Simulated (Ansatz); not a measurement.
Born–Oppenheimer molecular dynamics of BClH2 (4 atoms, charge 0, multiplicity 1). It starts from a relaxed structure.

The calculation used Ansatz, RKS r2SCANh-D4/6-31G.

```
ensemble        : NVT, Nosé–Hoover chain
time step       : 0.5 fs
steps asked     : 250
set temperature : 300 K
thermostat      : time constant 100 fs, chain length 1
seed            : 674369
```

First frame:

```xyz
4
Properties=species:S:1:pos:R:3
B 0.006 0.000 0.004
H -0.048 0.000 1.188
H 1.005 0.000 -0.635
Cl -1.544 0.000 -0.891
```

**Question.** What does the run give?

**Answer.** The run went to its last step.

```yaml
steps_done: 250
time_covered: 125 fs
mean_temperature_over_the_second_half: 192 K
spread_of_the_potential_energy_over_the_second_half: 5.5 meV per atom
mean_potential_energy_of_the_second_half_above_the_start: 11.8 meV per atom
```

The conserved energy stayed within 0.15 meV per atom of its start (net change 0.049 meV per atom), so the integration is sound. The mean temperature of the second half is 36 % below the set value. A run of 0.12 ps of so small a system gives no equilibrium averages. Limits of this set-up: no polarisation functions.

**Question.** What happens to the structure?

**Answer.** The same pairs are bonded in the first frame and the last. Pairs count as bonded within 1.25 times the sum of covalent radii (0.12 Å more for H–H). Another seed would give other details.

**Question.** How do temperature and energy run in time?

**Answer.** 
| time (fs) | T (K) | potential energy less start (eV) | conserved less start (meV/atom) |
| --- | --- | --- | --- |
| 0.0 | 300 | 0.000 | 0.00 |
| 4.0 | 101 | 0.052 | 0.09 |
| 8.0 | 55 | 0.064 | 0.08 |
| 12.0 | 249 | 0.014 | 0.00 |
| 16.0 | 151 | 0.039 | 0.08 |
| 20.0 | 88 | 0.056 | 0.07 |
| 24.0 | 208 | 0.025 | 0.02 |
| 28.0 | 183 | 0.032 | 0.07 |
| 32.0 | 86 | 0.058 | 0.06 |
| 36.0 | 135 | 0.045 | 0.05 |
| 40.0 | 239 | 0.019 | 0.06 |
| 44.0 | 161 | 0.040 | 0.05 |
| 48.0 | 80 | 0.062 | 0.07 |
| 52.0 | 210 | 0.029 | 0.04 |
| 56.0 | 191 | 0.035 | 0.06 |
| 60.0 | 97 | 0.060 | 0.07 |
| 64.0 | 202 | 0.033 | 0.04 |
| 68.0 | 221 | 0.030 | 0.07 |
| 72.0 | 126 | 0.056 | 0.05 |
| 76.0 | 118 | 0.059 | 0.05 |
| 80.0 | 217 | 0.034 | 0.09 |
| 84.0 | 251 | 0.028 | 0.02 |
| 88.0 | 101 | 0.067 | 0.07 |
| 92.0 | 175 | 0.050 | 0.11 |
| 96.0 | 300 | 0.019 | 0.01 |
| 100.0 | 102 | 0.072 | 0.08 |
| 104.0 | 132 | 0.066 | 0.13 |
| 108.0 | 369 | 0.007 | 0.01 |
| 112.0 | 167 | 0.062 | 0.08 |
| 116.0 | 49 | 0.094 | 0.15 |
| 120.0 | 342 | 0.020 | 0.02 |
| 124.0 | 264 | 0.044 | 0.07 |

Run time: 3.7 min on 1 thread of Arm Neoverse V1, with other jobs on the host, peak memory 0.084 GiB.
